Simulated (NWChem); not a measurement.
formic acid (CH2O2); SMILES O=CO

```xyz
5

O      0.1303    -1.1053     0.0000
C     -0.4006     0.1162     0.0000
O      0.2218     1.1372     0.0000
H      1.0955    -0.9957     0.0000
H     -1.5086     0.0429     0.0000
```
Atoms are numbered in this order, from 1.

Results from NWChem. Pople sets run with spherical d functions. STO-3G and 3-21G are far too small for this property and stand as cheap habits. The geometry was optimised at PBE0/def2-SVP. Vertical excitations in the gas phase; the lowest state need not have the same character in each row.

```
level                       basis functions  lowest excitation, singlet (eV)  oscillator strength of that lowest state  lowest state with f > 0.02, singlet (eV)  oscillator strength of that bright state  orbital gap (eV)
--------------------------  ---------------  -------------------------------  ----------------------------------------  ----------------------------------------  ----------------------------------------  ----------------
CAM-B3LYP/3-21G, TDA                     31                             5.94                                     0.002                                      9.04                                     0.049             11.32
CAM-B3LYP/6-31G*, TDA                    46                             6.02                                     0.002                                      8.90                                     0.049             11.37
CAM-B3LYP/6-31+G*, TDA                   58                             5.99                                     0.002                                       [?]                                     0.040             11.04
CAM-B3LYP/def2-SVP, TDA                  52                             5.98                                     0.002                                      8.65                                     0.044             11.31
CAM-B3LYP/def2-SVPD, TDA                 82                             5.90                                     0.001                                      8.02                                     0.033             11.07
CAM-B3LYP/def2-TZVP, TDA                105                             5.96                                     0.002                                      8.31                                     0.043             11.18
CAM-B3LYP/aug-cc-pVDZ, TDA               87                             5.87                                     0.001                                      7.56                                     0.033             10.40
```

Task: Fill in the missing entries.

Result: 
- CAM-B3LYP/6-31+G*, TDA, lowest state with f > 0.02, singlet (eV): 7.82
